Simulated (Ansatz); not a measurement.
3C-SiC, relaxed in Ansatz (plane waves) with several semilocal functionals. Each gives its own volume and its own zone-centre TO phonon frequency:

```json
[
 {"level": "LDA", "V0 (Å³/atom)": "10.141", "TO(Γ) frequency (cm⁻¹)": "797.8", "ln V0": "2.3166", "ln ω_TO": "6.6819"},
 {"level": "r²SCAN+rVV10", "V0 (Å³/atom)": "10.305", "TO(Γ) frequency (cm⁻¹)": "801.0", "ln V0": "2.3326", "ln ω_TO": "6.6859"},
 {"level": "r²SCAN", "V0 (Å³/atom)": "10.334", "TO(Γ) frequency (cm⁻¹)": "798.4", "ln V0": "2.3354", "ln ω_TO": "6.6826"},
 {"level": "revPBE", "V0 (Å³/atom)": "10.621", "TO(Γ) frequency (cm⁻¹)": "768.6", "ln V0": "2.3628", "ln ω_TO": "6.6446"},
 {"level": "RPBE", "V0 (Å³/atom)": "10.661", "TO(Γ) frequency (cm⁻¹)": "766.5", "ln V0": "2.3666", "ln ω_TO": "6.6418"},
 {"level": "BLYP", "V0 (Å³/atom)": "10.733", "TO(Γ) frequency (cm⁻¹)": "757.3", "ln V0": "2.3733", "ln ω_TO": "6.6298"}
]
```

Task: Fit a straight line to ln ω_TO against ln V0. What does it predict for PBE, whose volume is 10.501 Å³/atom?

Result: With x = ln V0 and y = ln ω_TO: means 2.34788 and 6.66110; Σ(Δx Δy) = -0.002701, Σ(Δx²) = 0.002587, so the slope is -1.04. At x = 2.3515 the line gives y = 6.66110 + (-1.04) × (2.3515 − 2.34788) = 6.6573, or 778.4 cm⁻¹. The run with PBE gives 775.0 cm⁻¹, -0.4 % from the line. The rows used scatter about it by up to 1.2 %, while the largest value lies 6 % above the smallest.

Measured: 796 cm⁻¹ (measured, temperature not stated, no zero-point or thermal correction; as tabulated in Wang et al. (1996), arXiv:mtrl-th/9510002).

Ansatz's density-functional and Hartree–Fock values are scalar-relativistic unless marked +SOC, with PAW data made under PBE.

Ansatz is an electronic-structure program.
